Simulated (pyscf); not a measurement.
Elementary routes open to H₂N–Si(Cl)(Cl)–Cl (SMILES N[Si](Cl)(Cl)Cl) + H• (SMILES [H]) in the gas phase (doublet surface):
A. H₂N–Si•(Cl)–Cl (SMILES N[Si](Cl)Cl) + HCl (SMILES Cl) (Cl–Si broken; Cl–H formed)
B. Cl–Si•(Cl)–Cl (SMILES Cl[Si](Cl)Cl) + NH₃ (SMILES N) (N–Si broken; H–N formed)

Single points on ωB97X-D3(BJ)/def2-SVP structures (PySCF, gas phase).

Task: Rank the routes by free-energy barrier at 600 K, lowest first, for ωB97M-D3(BJ)/def2-TZVP energies (ideal gas, 1 atm, RRHO with modes under 100 cm⁻¹ raised to 100, one conformer, R ln 2 for chiral ones without a mode under 150 cm⁻¹).

Result: A (35.0 kcal/mol), B (36.6 kcal/mol)

Route A is the fastest of these, ahead of the next by 1.7 kcal/mol. The most stable products are those of B (ΔG = +0.3 kcal/mol), whose barrier is 1.7 kcal/mol higher: the kinetic and the thermodynamic product differ. At 1200 K A is still the fastest. B: On the product side the descent ends in a bound adduct, 10.6 kcal/mol under the separated species and 31.8 kcal/mol under the saddle at ωB97X-D3(BJ)/def2-TZVP. Only these routes are compared; each barrier is that of the saddle found, and lower ones may exist.
